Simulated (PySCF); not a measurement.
Working out the ionisation energy of Li

Li [He] 2s1 (2S) → Li⁺ 1s2 (1S). Calculation: PySCF 2.14, in x2c-QZVPPall with one added diffuse shell each of s, p type (7s5p2d1f, 39 functions); scalar relativity by spin-free X2C-1e. Frozen: nothing. Energies in hartree (1 hartree = 27.21139 eV):

| part | Li (lower) | Li⁺ (upper) |
| --- | --- | --- |
| UHF | -7.433413 | -7.237065 |
| MP2 opposite-spin | -0.019853 | -0.019322 |
| MP2 same-spin | -0.000428 | 0.000000 |

Problem. What does Hartree-Fock give?

Solution. (-7.237065) − (-7.433413) = 0.196348 hartree = 5.343 eV.

Problem. What do MP2 and SCS-MP2 (6/5 opposite-spin, 1/3 same-spin) give?

Solution. The opposite-spin parts differ by 0.014 eV and the same-spin parts by 0.012 eV. MP2: 5.343 + (0.014) + (0.012) = 5.369 eV. SCS-MP2: 5.343 + 1.2 × (0.014) + (0.012)/3 = 5.364 eV.

Measured between the centres of the two terms (NIST): 5.392 eV, so MP2 (valence and next inner shell) is off by -0.023 eV.

What remains against the reference includes basis incompleteness and correlation beyond second order.
